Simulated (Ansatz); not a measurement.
Ansatz (a program for electronic structure) input:

Ansatz 0.2 input:
```yaml
crystal:
  periodic: [false, false, false]
  atoms:
    - {symbol: H, position_ang: [0.00176448, 0.04465142, 2.06832619]}
    - {symbol: N, position_ang: [0.00115828, 0.04699724, 1.06365633]}
    - {symbol: C, position_ang: [0.01248627, 1.17970021, 0.27461977]}
    - {symbol: C, position_ang: [-0.01104728, -1.07509778, 0.27835848]}
    - {symbol: C, position_ang: [0.00689995, 0.72175500, -1.00967507]}
    - {symbol: C, position_ang: [-0.00779897, -0.68423451, -1.04633232]}
    - {symbol: H, position_ang: [0.02307408, 2.16873903, 0.69529824]}
    - {symbol: H, position_ang: [-0.02106132, -2.06057777, 0.71251336]}
    - {symbol: H, position_ang: [-0.01512498, -1.33453082, -1.90355730]}
basis:
  gaussian:
    orbitals: 6-31G*
magnetization: {spin_polarized: true, initial_magnetization: 1}
correlation: {method: ccsd_t, electrons: outside_noble_gas}
```

Q: Predict the final energy.

A: -208.85237 Eh (CCSD(T)/6-31G*).

It need not be the lowest isomer of its formula.

The determinant is spin-contaminated: <S^2> is 0.99 against 0.75 for a pure state.
